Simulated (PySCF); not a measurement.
Indirect couplings

Cartesian coordinates in Å; atom numbers follow the order of the lines, from 1:
```xyz
10

B     0.600    1.136    0.546
H     1.810    1.137    0.482
H     0.022    2.195    0.434
C    -0.187   -0.209    0.641
C    -0.323   -0.699   -0.815
H    -1.191   -0.090    1.077
H     0.356   -0.972    1.223
H    -0.870   -1.654   -0.859
H    -0.875    0.019   -1.442
H     0.658   -0.863   -1.287
```

Couplings: B3LYP/pcJ-1 (spin–dipole term only in couplings to heteroatoms) in PySCF, geometry PBE0-D3(BJ)/def2-SVP; gas phase, one conformer, non-relativistic. Couplings are averaged over pairs made equivalent by symmetry, fast rotation or ring inversion, so a value needn't be that of the named pair in this geometry, while other rotamers aren't included; one pair stands for each set, and the list holds those of at least 0.8 Hz over up to four bonds.

Isotopes: $^{13}$C, $^{1}$H, $^{11}$B.

```tsv
pair	bonds	J (Hz)
B1, H2	1	?
B1, C4	1	50.6
C4, C5	1	?
C4, H6	1	131.4
C5, H8	1	135.5
B1, C5	2	?
B1, H6	2	-5.4
H2, H3	2	6.5
H2, C4	2	4.8
C4, H8	2	-2.3
C5, H6	2	-6.2
H6, H7	2	-9.4
H8, H9	2	-14.6
B1, H8	3	5.2
H2, H6	3	?
H6, H8	3	?
```

Estimate the withheld couplings, with signs.

Results:


- $^{1}J$(B1,H2) = 134.5 Hz (bond length 1.212 Å)
- $^{1}J$(C4,C5) = 26.6 Hz (bond length 1.542 Å)
- $^{2}J$(B1,C5) = -0.9 Hz (angle at C4 105°)
- $^{3}J$(H2,H6) = 7.7 Hz (mean over equivalent pairs that range from 6.1 to 9.6 Hz in this conformer)
- $^{3}J$(H6,H8) = 9.7 Hz (mean over equivalent pairs that range from 3.5 to 18.6 Hz in this conformer)
